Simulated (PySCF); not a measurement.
**Solvent effects on NMR parameters**

Geometry:
| atom | x (Å) | y (Å) | z (Å) |
| --- | --- | --- | --- |
| C1 | -0.917 | 0.405 | -0.378 |
| C2 | 0.424 | 0.977 | 0.067 |
| C3 | 1.314 | -0.259 | -0.001 |
| O4 | 0.478 | -1.364 | 0.277 |
| C5 | -0.878 | -0.971 | 0.275 |
| H6 | -0.944 | 0.308 | -1.476 |
| H7 | -1.784 | 1.007 | -0.070 |
| H8 | 0.356 | 1.348 | 1.103 |
| H9 | 0.786 | 1.803 | -0.563 |
| H10 | 2.143 | -0.233 | 0.726 |
| H11 | 1.759 | -0.370 | -1.009 |
| H12 | -1.474 | -1.726 | -0.265 |
| H13 | -1.262 | -0.923 | 1.313 |

GIAO PBE0/pcSseg-1 in PySCF on one PBE0-D3(BJ)/def2-SVP conformer, non-relativistic, equivalent nuclei averaged. Solvents enter as an IEF-PCM continuum (chloroform with ε = 4.7, water with ε = 78.4) around the gas-phase geometry. Shifts are referred to TMS computed in the same medium.

Gas phase, δ in ppm: C3/C5 69.8, C1/C2 29.1, H10/H11/H12/H13 3.75, H6/H7/H8/H9 1.63. Dipole moment 1.83 D.

(1) How does each δ change in the continuum?

(2) Which nuclei move most (in ppm), and what does the model miss?

## Answers

(1) 
```
          atoms                         environment  Δδ, chloroform  Δδ, water
          C3/C5                 sp3 CH2 bonded to O            +0.7       +1.1
          C1/C2                   sp3 CH2 in a ring            +0.3       +0.5
H10/H11/H12/H13  hydrogen on an sp3 CH2 bonded to O           +0.01      +0.02
    H6/H7/H8/H9    hydrogen on an sp3 CH2 in a ring           +0.08      +0.12
```

Changes are relative to the gas phase. The dipole moment becomes 2.16 D in chloroform, 2.31 D in water.

(2) C3/C5 (sp3 CH2 bonded to O, +1.1 ppm) in water. A continuum only polarises the solute; specific hydrogen bonds, the anisotropy of aromatic solvents and changes of geometry or conformer are outside it.

Measured shifts for comparison: H10/H11/H12/H13: 3.62 (THF-d8), 3.69 (CD2Cl2), 3.76 (CDCl3), 3.54 (toluene-d8), 3.57 (C6D6); H6/H7/H8/H9: 1.79 (THF-d8), 1.82 (CD2Cl2), 1.85 (CDCl3), 1.43 (toluene-d8), 1.40 (C6D6); C3/C5: 68.0 (THF-d8), 68.2 (CD2Cl2), 68.0 (CDCl3), 67.8 (toluene-d8), 67.8 (C6D6); C1/C2: 26.2 (THF-d8), 26.0 (CD2Cl2), 25.6 (CDCl3), 25.8 (toluene-d8), 25.7 (C6D6). Source: Fulmer et al., Organometallics 2010, 29, 2176.
